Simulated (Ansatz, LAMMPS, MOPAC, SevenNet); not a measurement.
**How well does each level of theory give the elastic constant C44 of rock-salt SrO?**

Reference value: 55.9 GPa (measured, temperature not stated, no zero-point or thermal correction; as tabulated in Oses et al. (2018), arXiv:1811.08464).

What do ionic model bush1994, PM7 semi-empirical Hartree-Fock (MOPAC), SevenNet-l3i5, LDA, PBE, r²SCAN, B3LYP (VWN-RPA form), HSE06, Hartree–Fock give, and how far is each from the reference?


```tsv
level (code)	value (GPa)	cell (Å³/atom)	difference (%)
ionic model bush1994 (shell model, LAMMPS)	86.1	16.92	+54
PM7 semi-empirical Hartree-Fock (MOPAC)	293	12.39	+424
SevenNet-l3i5	51.9	17.64	-7.2
LDA (Ansatz)	56.0	16.23	+0.2
PBE (Ansatz)	54.4	17.52	-2.7
r²SCAN (Ansatz)	55.5	17.17	-0.7
B3LYP (VWN-RPA form) (Ansatz)	58.2	17.58	+4.1
HSE06 (Ansatz)	57.5	17.11	+2.9
Hartree–Fock (Ansatz)	61.7	17.80	+10.4
```

The reference's temperature isn't stated, so close values are not ranked against it. Off by more than 25 %, or 35 % on the side where a correction would as a rule narrow the miss (bounds picked here): PM7 semi-empirical Hartree-Fock (MOPAC) (+424 %), ionic model bush1994 (+54 %).

The measured value isn't corrected to a static lattice, so vibrations enter the comparison. A static lattice is as a rule stiffer than a warm one, by over a tenth in soft solids.  PM7 semi-empirical Hartree-Fock (MOPAC): the relaxed volume lies over a fifth from the starting cell. PM7 semi-empirical Hartree-Fock (MOPAC): the method was fitted mainly to molecules. PM7 semi-empirical Hartree-Fock (MOPAC): the run uses a supercell at the zone centre in place of a k mesh. Each level is taken at its own relaxed cell. Cutoffs differ between the levels. Ansatz's density-functional and Hartree–Fock values are scalar-relativistic unless marked +SOC, with PAW data made under PBE.

Empirical potentials (ionic model bush1994) are fitted to chosen data: where that held the value shown, agreement is built in, and what lay outside the fit can be far off. Machine-learned potentials (SevenNet-l3i5) are trained on DFT data: a solid inside that data is no test of them.

Differences are worked out from the printed values.

Ansatz is an electronic-structure program.
